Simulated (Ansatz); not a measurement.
# BSiNH (doublet): from Hartree-Fock to the top rungs, def2-TZVPP

One table from this session's results is given with a row withheld; the runs are named, their logs left out.

The runs use Ansatz 0.2.0, Gaussian basis; def2-TZVPP, core rule «outside noble gas», up to 7 orbitals frozen.

To be run: UHF; ROHF; CCSD(T) on UHF.

## What is computed

The geometry is a PBE0/def2-TZVP stationary point (not a proven minimum) of the parent state, kept for this charge and spin.

4 atoms, charge 0, spin multiplicity 2.

Atoms are counted from 1 here; the program's logs count them from 0.

Bond lengths: B1–Si2 1.920 Å, Si2–N3 1.668 Å, Si2–H4 1.486 Å. Angles: B1–Si2–N3 121.8°, B1–Si2–H4 115.6°, N3–Si2–H4 122.6°.

Set-up of the first run:

Contents of in.yaml:

```yaml
crystal:
  periodic: [false, false, false]
  atoms:
    - {symbol: B, position_ang: [0.000000, -0.564500, 1.717940]}
    - {symbol: Si, position_ang: [0.000000, 0.370053, 0.040934]}
    - {symbol: N, position_ang: [0.000000, -0.439646, -1.417676]}
    - {symbol: H, position_ang: [0.000000, 1.852957, 0.133591]}
basis:
  gaussian: {orbitals: def2-TZVPP}
magnetization: {spin_polarized: true, initial_magnetization: 1}
hamiltonian: {xc: hf}
output: {orbitals: {seedname: orbitals}}
```

Command:

```bash
ansatz run in.yaml --threads 1 --pin off --events-out ev --progress --plain --max-ram 4096MiB --backend cpu
```

Steps of the session up to this table: UHF; ROHF; CCSD(T) on UHF.

One table of the session follows, with a row left open; its other results are not shown here.

```
  method  from UCCSD(T) (kcal/mol)
    ROHF                   +259.51
    UMP2                         ?
   UCCSD                    +12.53
UCCSD(T)                         0
```

Estimate the missing values for UMP2.

The run gave: from UCCSD(T) (kcal/mol): +52.75. In the column «from UCCSD(T) (kcal/mol)» it lies between UCCSD (+12.53) and ROHF (+259.51).

Left out of the table: UHF (another determinant or state than the rows shown).

To keep in mind: The determinant is far from a pure spin state, so its energy mixes those of several spin states (harmless only where they are near-degenerate, as at dissociation). Warnings: spin contamination; coupled cluster took another determinant than the lowest.
